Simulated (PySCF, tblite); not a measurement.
**C3H2O2, a complex of two parts: NMR shifts, interaction energy, infrared bands, spin-spin couplings and core binding energies**

An exercise on one series of results from a longer session: the logs are not shown, and one member is left open.

Programs: tblite 0.8.0 and PySCF 2.14.0. All values are calculated, for the isolated system unless a continuum is named. Atoms count from 0, parts from 1.

## Starting point

7 atoms, charge 0, multiplicity 1; geometry: rigid parts in contact. Parts: 1 = atoms 0–2, `O=C=O`, charge 0; 2 = atoms 3–6, `C#C`, charge 0.

Set-up of the first run:

What the job is given:

```
{"job": {"kind": "dock", "xc": "GFN2-xTB", "basis": "xTB"}, "charge": 0, "multiplicity": 1, "parts": [{"atoms": "0-2", "charge": 0, "multiplicity": 1}, {"atoms": "3-6", "charge": 0, "multiplicity": 1}]}
O     -1.143549    -0.012435     0.000492
C     -0.000021     0.000001     0.000003
O      1.143571     0.012433    -0.000494
C      0.365023    -0.021643    -2.736114
C     -0.429299     0.630658    -3.343264
H      1.063637    -0.595250    -2.202437
H     -1.127843     1.204065    -3.877249
```

Level: GFN2-xTB search for minima from random contacts, gas phase.

Command:

```console
OMP_NUM_THREADS=1 python cluster_run.py task.json out
```

The driver reads the jobs from task.json and runs them one after another.

Steps of the session up to this table: Docking the parts with GFN2-xTB; Geometry optimisation at PBE0-D3(BJ)/def2-TZVPD; Nuclear shieldings: PBE0/pcSseg-2; Coupled-cluster interaction energy: CCSD(T) and MP2.

One of the session's tables, all rows but one given; the rest of the session is left out.

It belongs to the step «Coupled-cluster interaction energy: CCSD(T) and MP2». 

```
                 method  interaction energy (kcal/mol)
         HF/aug-cc-pVDZ                          -0.43
        MP2/aug-cc-pVDZ                          -1.82
       CCSD/aug-cc-pVDZ                          -1.46
    CCSD(T)/aug-cc-pVDZ                          -1.69
         HF/aug-cc-pVQZ                          -0.40
        MP2/aug-cc-pVQZ                          -2.20
    SCS-MP2/aug-cc-pVQZ                          -1.71
      MP2, extrapolated                          -2.27
CCSD(T), limit estimate                              ?
```

**Question.** Estimate the row for CCSD(T), limit estimate.

The run gave: interaction energy (kcal/mol): -2.14. In the column «interaction energy (kcal/mol)» it lies between MP2/aug-cc-pVQZ (-2.20) and MP2/aug-cc-pVDZ (-1.82).
